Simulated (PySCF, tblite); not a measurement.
# C4H6FN: dynamics, then NMR shifts and electronic excitations on frames, part 2 of 2

tblite 0.8.0 and PySCF 2.14.0. Atoms count from 0. The steps go on from the part before.

## 8. TDDFT and polarisability: 625 fs, PBE0/def2-SVPD

Job settings and geometry (Å):

```
{"job": {"kind": "uv", "xc": "PBE0", "basis": "def2-SVPD", "nstates": 5, "ntriplets": 0}, "charge": 0, "multiplicity": 1}
N      1.313000    -1.109700     0.855900
C      0.196900    -0.514700     0.721000
C     -0.880000    -0.295500     1.686400
C     -1.861000     0.231800     0.568200
F     -2.332300     1.544800     0.742500
C     -0.614600     0.036300    -0.431600
H      1.787200    -1.320200    -0.017400
H     -0.533800     0.326300     2.532200
H     -1.127100    -1.277600     2.044000
H     -2.727900    -0.409300     0.467600
H     -0.161100     0.978700    -0.701600
H     -0.832400    -0.583900    -1.285400
```

Level: TDDFT PBE0/def2-SVPD, vertical, gas phase, core orbitals frozen in the response.

The log of the run:

```text
coarse grid: 10216 points
cycle   1  E = -309.9084155500  dE =  7.195e-01  |g| = 5.603e-01  |ddm| = 5.214e+00
cycle   2  E = -309.8137109460  dE =  9.470e-02  |g| = 9.042e-01  |ddm| = 3.596e+00
cycle   3  E = -309.9720203480  dE = -1.583e-01  |g| = 1.247e-01  |ddm| = 2.580e+00
cycle   4  E = -309.9753722728  dE = -3.352e-03  |g| = 4.559e-02  |ddm| = 2.423e-01
cycle   5  E = -309.9758077734  dE = -4.355e-04  |g| = 1.390e-02  |ddm| = 1.132e-01
cycle   6  E = -309.9758446150  dE = -3.684e-05  |g| = 3.490e-03  |ddm| = 3.414e-02
cycle   7  E = -309.9758470257  dE = -2.411e-06  |g| = 7.050e-04  |ddm| = 9.608e-03
final grid: 99664 points
cycle   8  E = -310.0174979648  dE = -2.896e-05  |g| = 8.038e-03  |ddm| = 1.165e-01
cycle   9  E = -310.0174880981  dE =  9.867e-06  |g| = 1.098e-02  |ddm| = 4.110e-02
cycle  10  E = -310.0175126538  dE = -2.456e-05  |g| = 1.192e-03  |ddm| = 1.930e-02
cycle  11  E = -310.0175129111  dE = -2.572e-07  |g| = 1.985e-04  |ddm| = 2.617e-03
cycle  12  E = -310.0175129162  dE = -5.161e-09  |g| = 1.150e-04  |ddm| = 7.962e-04
cycle  13  E = -310.0175129190  dE = -2.766e-09  |g| = 2.969e-05  |ddm| = 3.307e-04
cycle  14  E = -310.0175129192  dE = -2.024e-10  |g| = 7.394e-06  |ddm| = 7.338e-05
converged SCF energy = -310.0175129192

Static polarisability (au): isotropic 54.629, principal 43.097 53.781 67.009

Singlet excitations
state   eV       nm        f      main configurations
  1   5.0271    246.6   0.00288   H->L 0.98
  2   6.9812    177.6   0.04787   H->L+1 0.84, H->L+2 0.13
  3   7.0717    175.3   0.00913   H-2->L 0.77, H-1->L 0.21
  4   7.3689    168.3   0.00343   H->L+2 0.81, H->L+1 0.14
  5   7.5514    164.2   0.12111   H-1->L 0.61, H-2->L 0.19, H->L+3 0.14
```

Wall time 21 s (1 thread of Intel Xeon Platinum 8375C at 2.90GHz, shared host); peak memory 0.72 GiB.

This run: HOMO -7.46 eV, LUMO -0.52 eV; lowest singlet 5.03 eV.

## 9. NMR shieldings: 800 fs, PBE0/pcSseg-1

Job settings and geometry (Å):

```
{"job": {"kind": "nmr", "xc": "PBE0", "basis": "pcSseg-1", "pop": false}, "charge": 0, "multiplicity": 1}
N      1.371000    -0.662300     0.414700
C      0.172000    -0.437200     0.348300
C     -0.784400    -0.258200     1.500300
C     -1.823200     0.236400     0.518800
F     -2.119500     1.565700     0.707200
C     -1.002200    -0.160300    -0.643000
H      1.748200    -0.793900    -0.523800
H     -0.504200     0.449200     2.290000
H     -1.202300    -1.084700     2.065700
H     -2.774000    -0.202200     0.666400
H     -0.807300     0.557400    -1.407600
H     -1.378100    -1.052900    -1.137700
```

With the program's defaults for keys left out, this is: GIAO PBE0/pcSseg-1 NMR shielding, non-relativistic, gas phase.

The log of the run:

```text
coarse grid: 10216 points
cycle   1  E = -310.0822103656  dE =  1.014e+00  |g| = 5.796e-01  |ddm| = 3.140e+00
cycle   2  E = -310.0201830777  dE =  6.203e-02  |g| = 8.450e-01  |ddm| = 1.235e+00
cycle   3  E = -310.1445897915  dE = -1.244e-01  |g| = 1.270e-01  |ddm| = 7.504e-01
cycle   4  E = -310.1480312552  dE = -3.441e-03  |g| = 4.276e-02  |ddm| = 1.232e-01
cycle   5  E = -310.1484037464  dE = -3.725e-04  |g| = 1.152e-02  |ddm| = 3.848e-02
cycle   6  E = -310.1484255044  dE = -2.176e-05  |g| = 3.413e-03  |ddm| = 1.064e-02
cycle   7  E = -310.1484276996  dE = -2.195e-06  |g| = 3.288e-04  |ddm| = 2.758e-03
final grid: 99664 points
cycle   8  E = -310.1898798516  dE = -3.690e-05  |g| = 7.739e-03  |ddm| = 2.705e-02
cycle   9  E = -310.1898725499  dE =  7.302e-06  |g| = 1.012e-02  |ddm| = 1.515e-02
cycle  10  E = -310.1898935986  dE = -2.105e-05  |g| = 1.204e-03  |ddm| = 7.875e-03
cycle  11  E = -310.1898938232  dE = -2.245e-07  |g| = 2.994e-04  |ddm| = 1.094e-03
cycle  12  E = -310.1898938359  dE = -1.271e-08  |g| = 1.650e-04  |ddm| = 3.347e-04
cycle  13  E = -310.1898938414  dE = -5.551e-09  |g| = 1.599e-05  |ddm| = 1.276e-04
cycle  14  E = -310.1898938415  dE = -4.889e-11  |g| = 3.108e-06  |ddm| = 1.967e-05
converged SCF energy = -310.1898938415

GIAO shielding tensors (ppm)
atom      isotropic    diamagn.    paramagn.     s11        s22        s33       span
  0 N      -58.051     323.685    -381.736   -327.384    -68.932    222.164    549.549
  1 C       12.682     248.521    -235.839    -89.958      9.753    118.253    208.211
  2 C      138.666     250.950    -112.284    104.518    144.441    167.039     62.521
  3 C      107.478     242.733    -135.254     59.556     87.777    175.101    115.545
  4 F      383.844     471.316     -87.471    356.317    390.086    405.131     48.815
  5 C      142.245     252.155    -109.910    112.614    150.798    163.324     50.710
  6 H       22.158      32.766     -10.609     15.787     24.650     26.036     10.249
  7 H       28.574      28.972      -0.398     25.391     27.354     32.977      7.586
  8 H       28.268      29.427      -1.159     25.437     27.099     32.267      6.830
  9 H       27.078      29.787      -2.709     22.803     26.657     31.773      8.971
 10 H       29.307      30.373      -1.065     25.995     27.938     33.988      7.994
 11 H       28.645      29.640      -0.995     25.779     27.254     32.902      7.123
```

It took 13 s on 1 thread of Intel Xeon Platinum 8375C at 2.90GHz, shared host; peak memory 0.64 GiB.

This run: δ C1 174.2, C3 79.4, C2 48.3, C5 44.7, H6 9.56, H9 4.64 ppm.

## 10. Excited states and response: 800 fs, PBE0/def2-SVPD

Settings changed since step 9:

```diff
@@ -1,2 +1,2 @@
-{"job": {"kind": "nmr", "xc": "PBE0", "basis": "pcSseg-1", "pop": false}, "charge": 0, "multiplicity": 1}
+{"job": {"kind": "uv", "xc": "PBE0", "basis": "def2-SVPD", "nstates": 5, "ntriplets": 0}, "charge": 0, "multiplicity": 1}
 N      1.371000    -0.662300     0.414700
```

Level: TDDFT PBE0/def2-SVPD, vertical, gas phase, core orbitals frozen in the response.

The log of the run:

```text
coarse grid: 10216 points
cycle   1  E = -309.9121996900  dE =  9.596e-01  |g| = 5.393e-01  |ddm| = 5.230e+00
cycle   2  E = -309.8479310431  dE =  6.427e-02  |g| = 8.081e-01  |ddm| = 3.053e+00
cycle   3  E = -309.9703582931  dE = -1.224e-01  |g| = 1.170e-01  |ddm| = 2.196e+00
cycle   4  E = -309.9733358542  dE = -2.978e-03  |g| = 3.926e-02  |ddm| = 2.376e-01
cycle   5  E = -309.9736619472  dE = -3.261e-04  |g| = 1.131e-02  |ddm| = 9.774e-02
cycle   6  E = -309.9736837158  dE = -2.177e-05  |g| = 3.487e-03  |ddm| = 2.607e-02
cycle   7  E = -309.9736861044  dE = -2.389e-06  |g| = 3.298e-04  |ddm| = 8.867e-03
final grid: 99664 points
cycle   8  E = -310.0151468570  dE = -3.010e-05  |g| = 7.725e-03  |ddm| = 1.145e-01
cycle   9  E = -310.0151385926  dE =  8.264e-06  |g| = 1.024e-02  |ddm| = 3.747e-02
cycle  10  E = -310.0151606700  dE = -2.208e-05  |g| = 1.117e-03  |ddm| = 1.840e-02
cycle  11  E = -310.0151608870  dE = -2.170e-07  |g| = 2.410e-04  |ddm| = 2.803e-03
cycle  12  E = -310.0151608951  dE = -8.114e-09  |g| = 1.361e-04  |ddm| = 8.727e-04
cycle  13  E = -310.0151608991  dE = -3.963e-09  |g| = 2.011e-05  |ddm| = 3.167e-04
cycle  14  E = -310.0151608992  dE = -9.027e-11  |g| = 4.138e-06  |ddm| = 7.044e-05
converged SCF energy = -310.0151608992

Static polarisability (au): isotropic 53.078, principal 42.497 53.464 63.274

Singlet excitations
state   eV       nm        f      main configurations
  1   5.3563    231.5   0.00204   H->L 0.97
  2   7.1814    172.6   0.05066   H->L+1 0.89
  3   7.2603    170.8   0.01097   H-1->L 0.66, H-2->L 0.32
  4   7.5852    163.5   0.00455   H->L+2 0.88
  5   7.8072    158.8   0.00128   H-3->L 0.89
```

Run time: 20 s. Hardware: 1 thread of Intel Xeon Platinum 8375C at 2.90GHz, shared host; peak memory 0.72 GiB.

This run: HOMO -7.65 eV, LUMO -0.45 eV; lowest singlet 5.36 eV.

## 11. Shielding tensors: 1000 fs, PBE0/pcSseg-1

Job settings and geometry (Å):

```
{"job": {"kind": "nmr", "xc": "PBE0", "basis": "pcSseg-1", "pop": false}, "charge": 0, "multiplicity": 1}
N      1.289900    -1.334100     0.540800
C      0.251300    -0.683400     0.575800
C     -0.434300    -0.046100     1.746600
C     -1.687700    -0.076700     0.929700
F     -2.338400     1.127300     0.974700
C     -0.896600    -0.329400    -0.319100
H      1.418900    -1.887000    -0.310900
H     -0.091000     0.968500     1.927300
H     -0.503700    -0.504800     2.699700
H     -2.485700    -0.876500     1.145800
H     -0.630300     0.586000    -0.851000
H     -1.196600    -1.086400    -1.007800
```

Method: GIAO PBE0/pcSseg-1 NMR shielding, non-relativistic, gas phase.

The log of the run:

```text
coarse grid: 10216 points
cycle   1  E = -310.0843841491  dE =  1.052e+00  |g| = 5.969e-01  |ddm| = 3.139e+00
cycle   2  E = -310.0225591361  dE =  6.183e-02  |g| = 8.588e-01  |ddm| = 1.250e+00
cycle   3  E = -310.1509112917  dE = -1.284e-01  |g| = 1.301e-01  |ddm| = 7.531e-01
cycle   4  E = -310.1545448621  dE = -3.634e-03  |g| = 4.162e-02  |ddm| = 1.243e-01
cycle   5  E = -310.1548955135  dE = -3.507e-04  |g| = 1.212e-02  |ddm| = 3.859e-02
cycle   6  E = -310.1549202906  dE = -2.478e-05  |g| = 3.185e-03  |ddm| = 1.104e-02
cycle   7  E = -310.1549221915  dE = -1.901e-06  |g| = 3.264e-04  |ddm| = 2.641e-03
final grid: 99664 points
cycle   8  E = -310.1950884789  dE = -3.419e-05  |g| = 7.685e-03  |ddm| = 2.916e-02
cycle   9  E = -310.1950817226  dE =  6.756e-06  |g| = 9.918e-03  |ddm| = 1.546e-02
cycle  10  E = -310.1951020492  dE = -2.033e-05  |g| = 1.130e-03  |ddm| = 7.957e-03
cycle  11  E = -310.1951022437  dE = -1.945e-07  |g| = 2.156e-04  |ddm| = 9.301e-04
cycle  12  E = -310.1951022481  dE = -4.446e-09  |g| = 1.467e-04  |ddm| = 2.545e-04
cycle  13  E = -310.1951022527  dE = -4.517e-09  |g| = 1.331e-05  |ddm| = 1.184e-04
cycle  14  E = -310.1951022527  dE = -3.570e-11  |g| = 3.383e-06  |ddm| = 1.507e-05
converged SCF energy = -310.1951022527

GIAO shielding tensors (ppm)
atom      isotropic    diamagn.    paramagn.     s11        s22        s33       span
  0 N      -59.751     322.773    -382.524   -352.935    -59.288    232.969    585.904
  1 C       17.908     250.213    -232.305    -89.885      5.600    138.011    227.896
  2 C      141.041     251.323    -110.282    117.126    144.865    161.133     44.006
  3 C      103.790     248.230    -144.440     64.902     78.930    167.537    102.635
  4 F      357.484     470.560    -113.076    338.023    360.031    374.398     36.375
  5 C      139.347     252.229    -112.882    117.050    146.719    154.271     37.220
  6 H       21.595      32.961     -11.367     14.681     24.741     25.363     10.682
  7 H       28.553      29.508      -0.955     26.410     27.370     31.879      5.469
  8 H       29.294      29.472      -0.178     25.694     27.868     34.319      8.625
  9 H       25.603      27.733      -2.129     21.926     25.178     29.705      7.778
 10 H       28.627      30.263      -1.637     26.459     27.379     32.042      5.583
 11 H       29.597      31.172      -1.575     26.221     28.257     34.314      8.093
```

It took 14 s on 1 thread of Intel Xeon Platinum 8375C at 2.90GHz, shared host; peak memory 0.64 GiB.

In short: δ C1 169.0, C3 83.1, C5 47.6, C2 45.9, H6 10.12, H9 6.11 ppm.

## 12. Excited states and response: 1000 fs, PBE0/def2-SVPD

Settings changed since step 11:

```diff
@@ -1,2 +1,2 @@
-{"job": {"kind": "nmr", "xc": "PBE0", "basis": "pcSseg-1", "pop": false}, "charge": 0, "multiplicity": 1}
+{"job": {"kind": "uv", "xc": "PBE0", "basis": "def2-SVPD", "nstates": 5, "ntriplets": 0}, "charge": 0, "multiplicity": 1}
 N      1.289900    -1.334100     0.540800
```

Method: TDDFT PBE0/def2-SVPD, vertical, gas phase, core orbitals frozen in the response.

The log of the run:

```text
coarse grid: 10216 points
cycle   1  E = -309.9152401879  dE =  9.971e-01  |g| = 5.572e-01  |ddm| = 5.376e+00
cycle   2  E = -309.8510686033  dE =  6.417e-02  |g| = 8.217e-01  |ddm| = 3.539e+00
cycle   3  E = -309.9774599666  dE = -1.264e-01  |g| = 1.218e-01  |ddm| = 2.538e+00
cycle   4  E = -309.9807127469  dE = -3.253e-03  |g| = 3.795e-02  |ddm| = 2.745e-01
cycle   5  E = -309.9810127360  dE = -3.000e-04  |g| = 1.185e-02  |ddm| = 1.051e-01
cycle   6  E = -309.9810373466  dE = -2.461e-05  |g| = 3.213e-03  |ddm| = 2.844e-02
cycle   7  E = -309.9810393736  dE = -2.027e-06  |g| = 3.607e-04  |ddm| = 9.695e-03
final grid: 99664 points
cycle   8  E = -310.0209274237  dE = -3.037e-05  |g| = 7.617e-03  |ddm| = 1.240e-01
cycle   9  E = -310.0209197161  dE =  7.708e-06  |g| = 9.962e-03  |ddm| = 4.490e-02
cycle  10  E = -310.0209410467  dE = -2.133e-05  |g| = 1.062e-03  |ddm| = 2.163e-02
cycle  11  E = -310.0209412408  dE = -1.941e-07  |g| = 1.687e-04  |ddm| = 2.236e-03
cycle  12  E = -310.0209412438  dE = -3.013e-09  |g| = 1.092e-04  |ddm| = 7.147e-04
cycle  13  E = -310.0209412464  dE = -2.560e-09  |g| = 2.032e-05  |ddm| = 3.021e-04
cycle  14  E = -310.0209412464  dE = -9.186e-11  |g| = 4.641e-06  |ddm| = 6.951e-05
converged SCF energy = -310.0209412464

Static polarisability (au): isotropic 53.068, principal 43.218 52.084 63.903

Singlet excitations
state   eV       nm        f      main configurations
  1   5.1062    242.8   0.00247   H->L 0.97
  2   6.8804    180.2   0.04426   H->L+1 0.87, H->L+2 0.11
  3   7.3021    169.8   0.00194   H->L+2 0.85, H->L+1 0.11
  4   7.5818    163.5   0.00643   H-2->L 0.88, H-1->L 0.09
  5   7.7439    160.1   0.04950   H-1->L 0.45, H-3->L 0.30, H->L+3 0.14
```

It took 20 s on 1 thread of Intel Xeon Platinum 8375C at 2.90GHz, shared host; peak memory 0.72 GiB.

Key values: HOMO -7.36 eV, LUMO -0.38 eV; lowest singlet 5.11 eV.

## 13. Comparing the runs: NMR shifts

Shifts (ppm) of some atoms, chosen among heavy atoms and hydrogens apart, with basis size and wall time:

| frame | C1 | C3 | C5 | H6 | H9 | N0 | F4 | functions | time |
| --- | --- | --- | --- | --- | --- | --- | --- | --- | --- |
| 250 fs | 169.6 | 79.6 | 52.6 | 11.08 | 4.49 | 342.4 | -205.9 | 132 | 14 s |
| 425 fs | 182.8 | 82.6 | 50.3 | 13.76 | 6.24 | 389.0 | -191.6 | 132 | 14 s |
| 625 fs | 186.4 | 89.6 | 56.0 | 10.65 | 5.27 | 343.1 | -206.9 | 132 | 14 s |
| 800 fs | 174.2 | 79.4 | 44.7 | 9.56 | 4.64 | 325.8 | -212.9 | 132 | 13 s |
| 1000 fs | 169.0 | 83.1 | 47.6 | 10.12 | 6.11 | 327.5 | -186.5 | 132 | 14 s |

## 14. Run by run: electronic excitations

Excitations and ground-state properties, with basis size and wall time:

| frame | lowest singlet (eV) | brightest (eV) | f | gap (eV) | α (Å³) | μ (D) | functions | time |
| --- | --- | --- | --- | --- | --- | --- | --- | --- |
| 250 fs | 5.04 | 6.95 | 0.051 | 6.96 | 8.00 | 1.52 | 171 | 19 s |
| 425 fs | 4.28 | 7.41 | 0.046 | 6.25 | 8.13 | 1.99 | 171 | 21 s |
| 625 fs | 5.03 | 7.55 | 0.121 | 6.93 | 8.10 | 2.01 | 171 | 21 s |
| 800 fs | 5.36 | 7.18 | 0.051 | 7.20 | 7.87 | 2.49 | 171 | 20 s |
| 1000 fs | 5.11 | 7.74 | 0.050 | 6.98 | 7.86 | 1.69 | 171 | 20 s |

## 15. What came out

What follows sums up all 2 parts.

| quantity | value |
| --- | --- |
| thermostat | 300 K |
| mean temperature, second half | 305 K |
| mean potential energy above the minimum | 0.45 eV |
| 13C shifts against TMS (PBE0/pcSseg-1, 250 fs) | 169.6, 79.6, 52.6, 49.2 ppm |
| 1H shifts against TMS (PBE0/pcSseg-1, 250 fs) | 11.08, 4.49, 3.52, 3.36, 3.17, 2.65 ppm |
| 15N shifts against NH3 (PBE0/pcSseg-1, 250 fs) | 342.4 ppm |
| 19F shifts against CFCl3 (PBE0/pcSseg-1, 250 fs) | -205.9 ppm |
| lowest singlet (PBE0/def2-SVPD, 250 fs) | 5.04 eV (246 nm), f = 0.002 |
| brightest single state of those computed | state 2, 6.95 eV, f = 0.051 |
| range of the shift of N0 | 325.8 to 389.0 ppm |
| range of the lowest singlet | 4.28 to 5.36 eV |

In the second half the potential energy averages 0.45 eV above the minimum; equipartition over 30 harmonic modes at 300 K would give 0.39 eV. With 12 atoms the temperature swings widely (197 to 397 K). Shifts at one fixed geometry are not the observed spectrum, which averages over the motion. In the first frame run (250 fs): The widest tensor belongs to N0: span 601 ppm, with a paramagnetic part of -397 ppm. The first singlet state (HOMO→LUMO 0.98) lies at 5.04 eV and is weak; of the 5 states computed, the strongest absorption comes from state 2 at 6.95 eV (the last state computed is bright too, and its partners may lie past the list). In ppm, N0 moves most: its shift spreads over 63.3 ppm, from 325.8 (800 fs) to 389.0 (425 fs). The lowest singlet runs from 4.28 eV (425 fs) to 5.36 eV (800 fs), while the orbital gap spans 6.25 to 7.20 eV. The lowest state need not be the same one in every run.
